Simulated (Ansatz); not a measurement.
**[P2H3]− (SMILES [PH-]P): CCSD(T)/STO-3G**

What is the vertical ionisation energy of [P2H3]− at CCSD(T)/STO-3G? 

The results are computed with Ansatz 0.2.0.

1 further run of the same task is left out (it didn't finish).

**1. The system as given**

[P2H3]− has 5 atoms, charge -1, and is taken as a singlet. SMILES: `[PH-]P`. The shape is that of a GFN2-xTB optimisation. This is one conformer, not always the lowest.

Bond lengths: P1–P2 2.086 Å, P1–H3 1.369 Å, P2–H4 1.401 Å, P2–H5 1.400 Å. Angles: P1–P2–H4 101.9°, P1–P2–H5 101.8°, P2–P1–H3 90.4°, H4–P2–H5 88.6°.

**2. The energy at CCSD(T)/STO-3G**

The input, in.yaml:

```yaml
crystal:
  periodic: [false, false, false]
  atoms:
    - {symbol: P, position_ang: [0.790170, -1.109400, 0.143810]}
    - {symbol: P, position_ang: [-0.477530, 0.546260, 0.076070]}
    - {symbol: H, position_ang: [0.279530, -1.462550, 1.364400]}
    - {symbol: H, position_ang: [-0.983870, 0.470170, -1.228180]}
    - {symbol: H, position_ang: [0.391690, 1.555520, -0.356110]}
basis:
  gaussian: {orbitals: STO-3G}
total_charge: -1
accuracy: high
scf: {omitted_lower_state_checks: [cluster_reference, increment]}
magnetization: {spin_polarized: false, initial_magnetization: 0}
correlation: {method: ccsd_t, frozen_orbitals: {H: 0, P: 5}}
```

Started as:

```sh
ansatz run in.yaml --threads 1 --pin off --max-ram 2610MiB --events-out events.jsonl --progress --plain --runs-dir runs
```

The program printed (excerpt; [...] marks lines left out):

```text
Warning: RAYON_NUM_THREADS=1 ignored (pool sized by the plan → 1); use --threads N
Functional definition: HF
  name "HF"
[...]
371 factors; integrals over basis functions are off by at most 3.4e-9 eV
[...]
mean field -18376.81693057 eV, -675.3355659445 hartree, gradient 4.6e-8 eV, S^2 0.000000; 0 other end points of the search recorded, 0 dependent functions left out
10 core orbitals not correlated: weight in the atoms' cores, before any rotation towards them, 1.000 or more for the frozen orbitals, at most 0.000 for the correlated occupied ones
reference -18376.81693057 eV, -675.3355659445 hartree; 7, 7 occupied and 4, 4 virtual orbitals, 371 factors
second order -1.51462345 eV of doubles, -0.00000000 eV of singles
cycle   1  -1.92980765 eV  change   -4.2e-1 eV  update   5.6e-2
[...]
cycle  17  -2.15191854 eV  change  -2.9e-10 eV  update   1.7e-9
perturbative correction -0.01471945 eV, -0.0005409296 hartree
Total energy: -18378.98356855 eV, -675.4151884218 hartree
Checks for a lower state left out: cluster_reference, increment
```

Run time: 0.12 s. Hardware: 1 thread of Intel Xeon 6975P-C (Granite Rapids), shared host.

**3. Doublet neutral P2H3, same level**

The input, input.yaml:

```yaml
crystal:
  periodic: [false, false, false]
  atoms:
    - {symbol: P, position_ang: [0.790170, -1.109400, 0.143810]}
    - {symbol: P, position_ang: [-0.477530, 0.546260, 0.076070]}
    - {symbol: H, position_ang: [0.279530, -1.462550, 1.364400]}
    - {symbol: H, position_ang: [-0.983870, 0.470170, -1.228180]}
    - {symbol: H, position_ang: [0.391690, 1.555520, -0.356110]}
basis:
  gaussian:
    orbitals: STO-3G
scf:
  omitted_lower_state_checks: [cluster_reference, increment]
accuracy: high
magnetization:
  spin_polarized: true
  initial_magnetization: 1
correlation:
  method: ccsd_t
  frozen_orbitals: {H: 0, P: 5}
```

Started as:

```sh
ansatz run input.yaml --threads 1 --pin off --max-ram 2610MiB --events-out events.jsonl --progress --plain --runs-dir runs
```

The program printed (excerpt; [...] marks lines left out):

```text
Warning: RAYON_NUM_THREADS=1 ignored (pool sized by the plan → 1); use --threads N
[... 2 set-up lines as earlier in the session ...]
[...]
370 factors; integrals over basis functions are off by at most 3.4e-9 eV
[...]
mean field -18382.06713482 eV, -675.5285073922 hartree, gradient 6.0e-8 eV, S^2 0.758532; 0 other end points of the search recorded, 0 dependent functions left out
10 core orbitals not correlated: weight in the atoms' cores, before any rotation towards them, 1.000 or more for the frozen orbitals, at most 0.000 for the correlated occupied ones
reference -18382.06713482 eV, -675.5285073922 hartree; 7, 6 occupied and 4, 5 virtual orbitals, 370 factors
second order -1.53928058 eV of doubles, -0.00000000 eV of singles
cycle   1  -1.99460452 eV  change   -4.6e-1 eV  update   5.8e-2
[...]
cycle  24  -2.25743836 eV  change   7.2e-10 eV  update  3.9e-10
perturbative correction -0.01082187 eV, -0.0003976964 hartree
Total energy: -18384.33539506 eV, -675.6118644182 hartree
Checks for a lower state left out: cluster_reference, increment
```

Wall time 0.18 s (1 thread of Intel Xeon 6975P-C (Granite Rapids), shared host).

**4. Summary of results**

Level: CCSD(T)/STO-3G, 10 core orbitals frozen.

| quantity | value |
| --- | --- |
| singlet [P2H3]−: total energy | -675.41519 Eh |
| singlet [P2H3]−: correlation energy (10 core orbitals frozen) | -79.6 mEh |
| singlet [P2H3]−: (T) correction | -0.54 mEh |
| singlet [P2H3]−: T1 diagnostic | 0.009 |
| doublet neutral P2H3: total energy | -675.61186 Eh |
| doublet neutral P2H3: correlation energy (10 core orbitals frozen) | -83.4 mEh |
| doublet neutral P2H3: (T) correction | -0.40 mEh |
| doublet neutral P2H3: ⟨S²⟩ of the reference determinant | 0.759 |
| doublet neutral P2H3: T1 diagnostic | 0.007 |
| vertical detachment energy (to the doublet neutral) | -5.352 eV |

What this shows: The species is unbound against losing an electron at this level, by 5.35 eV (−516 kJ/mol); missing correlation or diffuse functions can give that sign where the real anion is bound. In a minimal basis such a difference can be off by several eV, whatever the method. The triples (singlet [P2H3]−) make up 0.7 % of the correlation energy. The triples (doublet neutral P2H3) make up 0.5 % of the correlation energy.
